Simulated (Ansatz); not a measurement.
# Worked example: the enthalpy of formation of CH4O2 (methanediol)

CH4O2: 7 atoms, total charge 0, spin state singlet. As SMILES, `OCO`. The shape is that of a PBE0-D4/def2-TZVP optimisation. This is one conformer, not always the lowest.

Total energies at MP2/aug-cc-pVDZ, 3 core orbitals frozen (Ansatz 0.2.0); the atoms run unrestricted:

```
species    state  energy (Eh)
  CH4O2  singlet  -190.499232
      O  triplet   -74.906967
      C  triplet   -37.741465
      H  doublet    -0.499334
```

Harmonic wavenumbers at PBE0-D4/def2-TZVP, in cm⁻¹: 382, 386, 573, 1016, 1062, 1104, 1214, 1374, 1396, 1448, 1524, 3040, 3088, 3844, 3845.

Measured heats of formation of the gaseous atoms at 298.15 K, in kJ/mol: O 249.2, C 716.9, H 218.0. Spin-orbit lowering of the atoms at 298 K (mean of the ground term's levels less their thermal mean, from spectra), in kJ/mol: O 0.40, C 0.02. Take 1 Eh = 2625.50 kJ/mol, 1 cm⁻¹ = 0.0119627 kJ/mol, RT = 2.479 kJ/mol.

Question: Work out the heat of formation of the gas at 298 K.

Answer: 
1. Electronic atomisation energy: 2 × (-74.906967) + (-37.741465) + 4 × (-0.499334) − (-190.499232) = 0.946497 Eh = 2485.0 kJ/mol.
2. Zero-point energy: half the sum of the wavenumbers, 12648 cm⁻¹ = 151.3 kJ/mol.
3. Thermal vibrational enthalpy, Σ hcν̃/(exp(hcν̃/kT) − 1): 2.5 kJ/mol. Translation, rotation and pV of a non-linear molecule: 4 RT = 9.9 kJ/mol.
4. The 7 free atoms carry 5/2 RT each: 43.4 kJ/mol.
5. Spin-orbit coupling lowers the free atoms by 2 × 0.40 + 0.02 = 0.8 kJ/mol.
6. Atomisation enthalpy at 298 K: 2485.0 − 0.8 − 151.3 − 2.5 − 9.9 + 43.4 = 2363.9 kJ/mol.
7. Sum of the atoms' heats of formation: 2087.3 kJ/mol. Heat of formation: 2087.3 − 2363.9 = -276.6 kJ/mol.

The tabulated value is -392.6 kJ/mol (Active Thermochemical Tables), so this level is off by +116.0 kJ/mol, or 4.7 % of the atomisation enthalpy that the table implies (2479.9 kJ/mol). Perturbation theory converges slowly with the basis for atomisation. Anharmonicity and any spin-orbit splitting of the molecule are left out, and cores are frozen in the wave-function part.
